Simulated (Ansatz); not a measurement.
C4H8N2 can be A, `C#CN(C)CN`, or B, `CC1(N)CC1=N`.

Isolated molecules relaxed with PBE0-D4/def2-TZVP in Ansatz; ΔE leaves out vibrations. CCSD(T)/CBS is the MP2 limit (def2-TZVPP, def2-QZVPP) plus CCSD(T) − MP2 in def2-TZVPP, frozen cores. Functionals use def2-TZVPP. B3LYP here is the variant with VWN-RPA as its local correlation; programs differ in this. One conformer a species, not always the lowest.

A:

```xyz
14

C    -2.0255    1.3490   -0.2006
C    -1.1224    0.5529   -0.2563
N    -0.1003   -0.3047   -0.3295
C    -0.4416   -1.7147   -0.2959
C     1.0906    0.0638    0.4606
N     1.5846    1.3780    0.2237
H    -2.8257    2.0481   -0.1849
H    -0.7512   -2.0490    0.7039
H    -1.2564   -1.9067   -0.9929
H     0.4283   -2.2976   -0.6060
H     0.8721   -0.0406    1.5327
H     1.8580   -0.6706    0.2022
H     0.9051    2.0749    0.5021
H     1.7843    1.5171   -0.7590
```

B:

```xyz
14

C    -0.1486    0.3552   -1.5229
C    -0.2626   -0.0306   -0.0758
N    -1.5593    0.2571    0.4827
C     0.4121   -1.3362    0.3739
C     0.9399   -0.0336    0.7781
N     1.7981    0.5271    1.5026
H     0.8375    0.1094   -1.9199
H    -0.9105   -0.1662   -2.1075
H    -0.2987    1.4317   -1.6493
H    -1.6190   -0.0641    1.4413
H    -1.7221    1.2582    0.4959
H    -0.0884   -1.9435    1.1240
H     0.9344   -1.9078   -0.3873
H     1.6871    1.5434    1.4642
```

Task: Which is lower in electronic energy at CCSD(T)/CBS, and by how much? (An estimate is asked.)

Result: Computed: B, by 45.1 kJ/mol.

Task: Give E(B) − E(A) in kJ/mol with PBE0-D4, HF/def2-TZVPP, B3LYP, B2PLYP, PBE-D4, CCSD(T)/def2-TZVPP, ωB97M-V. (An estimate is asked.)

Result: The calculation gave: PBE0-D4 -63.2, HF/def2-TZVPP -27.7, B3LYP -40.3, B2PLYP -38.5, PBE-D4 -63.2, CCSD(T)/def2-TZVPP -46.9, ωB97M-V -51.0. None reverses the order clearly.

Largest T1 diagnostic: 0.011.

In def2-TZVPP, CCSD(T) changes the Hartree–Fock value by −19.2 kJ/mol (the triples alone add −1.3 kJ/mol) and MP2 by −14.7 kJ/mol.
